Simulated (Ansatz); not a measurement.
# SiN2H5 (SMILES N[SiH]N) at UB2PLYP/def2-SVPD

What is the vertical electron affinity of SiN2H5 at UB2PLYP/def2-SVPD? 

Program for the calculation: Ansatz 0.2.0.

50 further runs of the same task are left out: 50 set aside as unsound or not needed.

### 1 The structure to begin with

The species is SiN2H5 (8 atoms), meant as a doublet with charge 0. SMILES: `N[SiH]N`. The shape is that of a PBE0-D4/def2-TZVP optimisation. This is one conformer, not always the lowest.

Bond lengths: N1–Si2 1.713 Å, Si2–N3 1.720 Å, N1–H4 1.008 Å, N1–H5 1.005 Å, Si2–H6 1.504 Å, N3–H7 1.008 Å, N3–H8 1.008 Å. Angles: N1–Si2–N3 106.1°, N1–Si2–H6 117.2°, N3–Si2–H6 103.6°, Si2–N1–H4 122.2°, Si2–N1–H5 121.8°, Si2–N3–H7 120.2°, Si2–N3–H8 119.6°, H4–N1–H5 112.8°, H7–N3–H8 111.5°.

### 2 The energy at UB2PLYP/def2-SVPD

job.yaml

```yaml
crystal:
  periodic: [false, false, false]
  atoms:
    - {symbol: N, position_ang: [-1.027000, 0.622100, -0.768300]}
    - {symbol: Si, position_ang: [0.527700, 0.579900, -0.050700]}
    - {symbol: "N", position_ang: [0.789500, -1.052600, 0.425100]}
    - {symbol: H, position_ang: [-1.817900, 0.144500, -0.364600]}
    - {symbol: H, position_ang: [-1.296600, 1.349400, -1.406800]}
    - {symbol: H, position_ang: [0.716400, 1.354100, 1.225100]}
    - {symbol: H, position_ang: [0.730800, -1.794000, -0.255200]}
    - {symbol: H, position_ang: [1.468900, -1.260500, 1.139500]}
basis:
  gaussian:
    orbitals: def2-SVPD
magnetization:
  spin_polarized: true
  initial_magnetization: 1
hamiltonian:
  xc: {name: B2PLYP}
correlation:
  frozen_orbitals: {H: 0, "N": 1, Si: 5}
accuracy: high
output: {orbitals: {seedname: orbitals}}
```

The run is started by

```bash
$ ansatz run job.yaml --threads 1 --pin off --max-ram 3480MiB --events-out events.jsonl --progress --plain --runs-dir runs
```

The log of the run:

```text
Warning: RAYON_NUM_THREADS=1 ignored (pool sized by the plan → 1); use --threads N
Functional definition: B2PLYP
  name "B2PLYP"
  parameter a = 0.53
  parameter c = 0.27
  exchange = (1 - a)*b88_x + a*exact_x
  correlation = (1 - c)*lyp_c + c*(mp2_os + mp2_ss)
2133 factors; integrals over basis functions are off by at most 3.5e-9 eV
mean field evaluation 1: about -10917.8480 eV, gradient 4.0e1 eV
mean field evaluation 2: about -10917.8499 eV, gradient 4.0e1 eV
mean field evaluation 4: about -10924.2179 eV, gradient 2.1e0 eV
mean field evaluation 8: about -10924.2512 eV, gradient 8.8e-2 eV
mean field evaluation 16: about -10924.2513 eV, gradient 2.6e-5 eV
mean field -10924.25128186 eV, -401.4588298850 hartree, gradient 3.0e-8 eV, S^2 0.753373; 0 other end points of the search recorded, 0 dependent functions left out
7 core orbitals not correlated: weight in the atoms' cores, before any rotation towards them, 1.000 or more for the frozen orbitals, at most 0.000 for the correlated occupied ones
reference -10924.25130769 eV, -401.4588308340 hartree; 10, 9 occupied and 87, 88 virtual orbitals, 2133 factors
second order -15.16283224 eV of doubles, -0.00000000 eV of singles
Total energy: -10928.34527239 eV, -401.6092812620 hartree
```

It took 12 s on 1 thread of Arm Neoverse V2, shared host; peak memory 0.41 GiB.

### 3 The singlet anion at the same level

molecule.yaml

```yaml
crystal:
  periodic: [false, false, false]
  atoms:
    - {symbol: "N", position_ang: [-1.027000, 0.622100, -0.768300]}
    - {symbol: Si, position_ang: [0.527700, 0.579900, -0.050700]}
    - {symbol: "N", position_ang: [0.789500, -1.052600, 0.425100]}
    - {symbol: H, position_ang: [-1.817900, 0.144500, -0.364600]}
    - {symbol: H, position_ang: [-1.296600, 1.349400, -1.406800]}
    - {symbol: H, position_ang: [0.716400, 1.354100, 1.225100]}
    - {symbol: H, position_ang: [0.730800, -1.794000, -0.255200]}
    - {symbol: H, position_ang: [1.468900, -1.260500, 1.139500]}
basis:
  gaussian: {orbitals: def2-SVPD}
total_charge: -1
hamiltonian: {xc: {name: B2PLYP}}
correlation: {frozen_orbitals: {H: 0, "N": 1, Si: 5}}
accuracy: high
output: {orbitals: {seedname: orbitals}}
```

The run is started by

```bash
$ ansatz run molecule.yaml --threads 1 --pin off --max-ram 3480MiB --events-out events.jsonl --progress --plain --runs-dir runs
```

The log of the run, cut to the lines that bear on the results:

```text
Warning: RAYON_NUM_THREADS=1 ignored (pool sized by the plan → 1); use --threads N
[... 2 set-up lines as earlier in the session ...]
[...]
2134 factors; integrals over basis functions are off by at most 3.6e-9 eV
[...]
mean field -10923.59681068 eV, -401.4347785126 hartree, gradient 9.2e-8 eV, S^2 0.000000; 0 other end points of the search recorded, 0 dependent functions left out
7 core orbitals not correlated: weight in the atoms' cores, before any rotation towards them, 1.000 or more for the frozen orbitals, at most 0.000 for the correlated occupied ones
reference -10923.59683477 eV, -401.4347793980 hartree; 10, 10 occupied and 87, 87 virtual orbitals, 2134 factors
second order -16.34670929 eV of doubles, -0.00000000 eV of singles
Total energy: -10928.01044628 eV, -401.5969766293 hartree
```

Wall time 12 s (1 thread of Arm Neoverse V2, shared host); peak memory 0.34 GiB.

### 4 Summary of results

Level: UB2PLYP/def2-SVPD, 7 core orbitals frozen.

| quantity | value |
| --- | --- |
| doublet SiN2H5: total energy | -401.60928 Eh |
| doublet SiN2H5: HOMO energy (SCF part's orbitals) (highest over α and β) | -6.09 eV |
| doublet SiN2H5: LUMO energy (SCF part's orbitals) (lowest over α and β) | -0.23 eV |
| doublet SiN2H5: ⟨S²⟩ | 0.753 |
| singlet anion: total energy | -401.59698 Eh |
| singlet anion: HOMO energy (SCF part's orbitals) | 1.41 eV |
| singlet anion: LUMO energy (SCF part's orbitals) | 5.58 eV |
| singlet anion: HOMO–LUMO gap (to an unbound level, set by the basis) | 4.16 eV |
| vertical electron affinity (to the singlet anion) | -0.335 eV |

In words: The anion lies 0.33 eV (32.3 kJ/mol) above the neutral: the electron isn't bound at this level, and such a value depends on the basis. The HOMO (singlet anion) lies at positive energy, 1.41 eV; only total energies tell whether the electron is bound.
